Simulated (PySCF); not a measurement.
NH⁺: frontier orbitals

PBE0 at R = 1.101 Å; basis H def2-TZVP, N def2-TZVP; no relativity; PySCF 2.14. State: ⁴Σ⁻ (quartet), unpaired electrons σ ↑, π ↑↑. Only the outer orbitals are listed, counted within each symmetry.

| spin | orbital | occ. | ε (eV) | on H (%) | main shells (%) |
| --- | --- | --- | --- | --- | --- |
| α | 2σ | 1 | -36.31 | 10 | 89 N s, 9 H s |
| α | 3σ | 1 | -25.45 | 21 | 73 N p, 20 H s |
| α | 1π | 1 | -22.23 | 1 | 100 N p |
| α | 1π | 1 | -22.23 | 1 | 100 N p |
| α | 4σ | 0 | -7.71 | 105 | 103 H s |
| α | 5σ | 0 | -1.16 | 28 | 64 N s, 28 H s |
| α | 6σ | 0 | 0.36 | 40 | 50 N p, 40 H s, 10 N s |
| β | 2σ | 1 | -30.80 | 17 | 75 N s, 16 H s, 8 N p |
| β | 3σ | 0 | -16.74 | 21 | 55 N p, 23 N s, 21 H s |
| β | 1π | 0 | -13.09 | 1 | 99 N p |
| β | 1π | 0 | -13.09 | 1 | 99 N p |

Problem. Which are the highest filled and the lowest empty level, where do they sit, and how wide is the gap?

Solution. Highest filled α 1π at -22.23 eV (in %: 100 N p); lowest empty β 3σ at -16.74 eV (in %: 55 N p, 23 N s, 21 H s); the gap at PBE0 is 5.49 eV.

```
bond order (Mayer)                                                                                                : 0.72
⟨S²⟩                                                                                                              : 3.751
charge on H (Mulliken, basis-dependent)                                                                           : 0.52
charge on H (Löwdin, basis-dependent)                                                                             : 0.34
dipole moment (positive dipole points towards N; it is taken about the centre of mass and depends on that origin) : -1.77 D
polarisability along the bond                                                                                     : 6.0 bohr³
polarisability across the bond                                                                                    : 3.8 bohr³
```

Shares are Mulliken populations and can fall outside 0 to 100 %.

The state was picked by a PBE0 search and need not be the measured ground state.
